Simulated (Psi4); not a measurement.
# N2 (nitrogen), step by step, part 2 of 2

Psi4 1.11. Earlier steps stand in the parts before.

### Step 5. A single-point energy at r2SCAN-3c/def2-mTZVPP (density fitting) (run 4)

run.py reads:

```python
import psi4

psi4.set_memory('1600 MB')
psi4.set_num_threads(1)
psi4.core.set_output_file('psi4.out', False)

m = psi4.geometry("""
0 1
N
N 1 1.106264
""")

energy_value = psi4.energy("R2SCAN-3C")
print(f'total energy {energy_value:.8f} hartree = {energy_value * 27.211386:.5f} eV')
for k, v in sorted(psi4.core.scalar_variables().items()):
    print(f'{k:45s} {v:18.10f}')
```

Launch:

```sh
$ python run.py
```

psi4.out, shortened:

```text
[...]
  Running in d2h symmetry.
[...]
  Nuclear repulsion =   23.438965132039016
[...]
  Multiplicity = 1
[...]
  Nalpha       = 7
  Nbeta        = 7
[...]
    Number of basis functions: 48
[...]
   @DF-RKS iter   1:  -109.45166735940010   -4.35605e-01   1.84389e-02 DIIS/ADIIS
[...]
   @DF-RKS iter   6:  -109.50638525246856   -1.37459e-08   2.28062e-07 DIIS
[...]
    Orbital Energies [Eh]
    ---------------------
    Doubly Occupied:
       1Ag   -14.264762     1B1u  -14.263480     2Ag    -1.086815
       2B1u   -0.525570     1B2u   -0.437573     1B3u   -0.437573
       3Ag    -0.393806
[...]
  @DF-RKS Final Energy:  -109.50638525246856
   => Energetics <=
    Nuclear Repulsion Energy =             23.4389651320390158
    One-Electron Energy =                -194.1989164652001705
    Two-Electron Energy =                  74.8860543639701461
    DFT Exchange-Correlation Energy =     -13.6338074082640102
    Empirical Dispersion Energy =           0.0013191249864577
    VV10 Nonlocal Energy =                  0.0000000000000000
    Total Energy =                       -109.5063852524685615
[...]
 Multipole Moments:
 ------------------------------------------------------------------------------------
     Multipole            Electronic (a.u.)      Nuclear  (a.u.)        Total (a.u.)
 ------------------------------------------------------------------------------------
 L = 1.  Multiply by 2.5417464519 to convert [e a0] to [Debye]
 Dipole X            :          0.0000000            0.0000000            0.0000000
 Dipole Y            :          0.0000000            0.0000000            0.0000000
 Dipole Z            :          0.0000000            0.0000000            0.0000000
 Magnitude           :                                                    0.0000000
[...]
```

On the terminal:

```text
total energy -109.50638525 hartree = -2979.82052 eV
CURRENT ENERGY                                   -109.5063852525
CURRENT REFERENCE ENERGY                         -109.5063852525
DD SOLVATION ENERGY                                 0.0000000000
DFT FUNCTIONAL TOTAL ENERGY                      -109.5077043775
DFT TOTAL ENERGY                                 -109.5063852525
DFT VV10 ENERGY                                     0.0000000000
DFT XC ENERGY                                     -13.6338074083
DISPERSION CORRECTION ENERGY                        0.0013191250
GRID ELECTRONS ALPHA                                6.9999999335
GRID ELECTRONS BETA                                 6.9999999335
GRID ELECTRONS TOTAL                               13.9999998670
NUCLEAR REPULSION ENERGY                           23.4389651320
ONE-ELECTRON ENERGY                              -194.1989164652
PCM POLARIZATION ENERGY                             0.0000000000
PE ENERGY                                           0.0000000000
R2SCAN3C DISPERSION CORRECTION ENERGY              -0.0001047028
SCF ITERATION ENERGY                             -109.5063852525
SCF ITERATIONS                                      6.0000000000
SCF TOTAL ENERGY                                 -109.5063852525
TWO-ELECTRON ENERGY                                74.8860543640
XC GRID RADIAL POINTS                              75.0000000000
XC GRID SPHERICAL POINTS                          302.0000000000
XC GRID TOTAL POINTS                            42988.0000000000
```

Run time: 3.9 s. Hardware: 1 thread of AMD EPYC 9R45 (Zen 5), shared host; peak memory 0.34 GiB.

### Step 6. Results

This closing draws on all 2 parts.

| quantity | value |
| --- | --- |
| run 1, r2SCAN-3c/def2-mTZVPP: total energy at the end | -109.50679 Eh |
| run 1, r2SCAN-3c/def2-mTZVPP: dipole moment | 0.00 D |
| run 1, r2SCAN-3c/def2-mTZVPP: HOMO energy | -10.73 eV |
| run 1, r2SCAN-3c/def2-mTZVPP: LUMO energy | -1.57 eV |
| run 1, r2SCAN-3c/def2-mTZVPP: HOMO–LUMO gap | 9.16 eV |
| run 1, r2SCAN-3c/def2-mTZVPP: bond length | 1.094 Å |
| doublet cation, run 2: total energy | -108.93326 Eh |
| doublet cation, run 2: HOMO energy (highest over α and β) | -22.94 eV |
| doublet cation, run 2: LUMO energy (lowest over α and β) | -20.44 eV |
| doublet cation, run 2: ⟨S²⟩ | 0.754 |
| doublet cation, run 3: total energy at the end | -108.93366 Eh |
| doublet cation, run 3: HOMO energy (highest over α and β) | -22.81 eV |
| doublet cation, run 3: LUMO energy (lowest over α and β) | -20.41 eV |
| doublet cation, run 3: bond length | 1.106 Å |
| doublet cation, run 3: ⟨S²⟩ | 0.754 |
| run 4, r2SCAN-3c/def2-mTZVPP: total energy | -109.50639 Eh |
| run 4, r2SCAN-3c/def2-mTZVPP: HOMO energy | -10.72 eV |
| run 4, r2SCAN-3c/def2-mTZVPP: LUMO energy | -1.73 eV |
| run 4, r2SCAN-3c/def2-mTZVPP: HOMO–LUMO gap | 8.99 eV |
| adiabatic ionisation energy (to the doublet cation, no zero-point term) | 15.596 eV |

What this shows: The adiabatic ionisation energy (to the doublet cation, no zero-point term) is 15.60 eV (360 kcal/mol). The measured adiabatic value is 15.58 eV (NIST CCCBDB), which includes the change in zero-point energy. The optimisation (run 1, r2SCAN-3c/def2-mTZVPP) took 5 steps and changed the energy by -0.236 eV. At r2SCAN-3c/def2-mTZVPP: The measured bond length is 1.098 Å (Huber and Herzberg, Constants of Diatomic Molecules); the computed value is 0.004 Å (0.3 %) too low. The optimisation (doublet cation, run 3) took 3 steps and changed the energy by -0.011 eV.
